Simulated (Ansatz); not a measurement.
`[SiH3]CS` + `FCS` → `FCSCS` + SiH₄  (substitution at a C–Si bond)

Isolated molecules relaxed with PBE0-D4/def2-TZVP in Ansatz; ΔE leaves out vibrations. CBS: MP2 limit from def2 TZ/QZ plus the TZ coupled-cluster correction, frozen cores. This one scheme is used for every species. DFT in def2-TZVPP. B3LYP here is the variant with VWN-RPA as its local correlation; programs differ in this. Each species was taken in one conformer, which may not be the lowest.

Task: Is it downhill or uphill in electronic energy at CCSD(T)/CBS, and by how much? (Best estimate.)

Result: Computed: Uphill: ΔE = +0.31 eV.

Task: What do these levels give: PBE0-D4, CAM-B3LYP-D4, B3LYP, LC-ωPBE, SCS-MP2/def2-TZVPP, CCSD/def2-TZVPP? (Best estimate.)

Result: Computed: PBE0-D4 0.30, CAM-B3LYP-D4 0.30, B3LYP 0.32, LC-ωPBE 0.35, SCS-MP2/def2-TZVPP 0.30, CCSD/def2-TZVPP 0.34 eV.

Largest T1 diagnostic among the species: 0.012.

The D4 term adds −0.04 eV with B3LYP and −0.02 eV with PBE0; it sums over pairs of atoms, weighted by their polarisabilities, and B3LYP, whose exchange is more repulsive, gets the larger term. At CCSD(T), def2-SVP lies −0.06 eV from the extrapolated value and def2-TZVPP +0.01 eV. From BLYP to BHLYP (50 % exact exchange), in def2-TZVPP and without D4, ΔE moves by +0.05 eV.
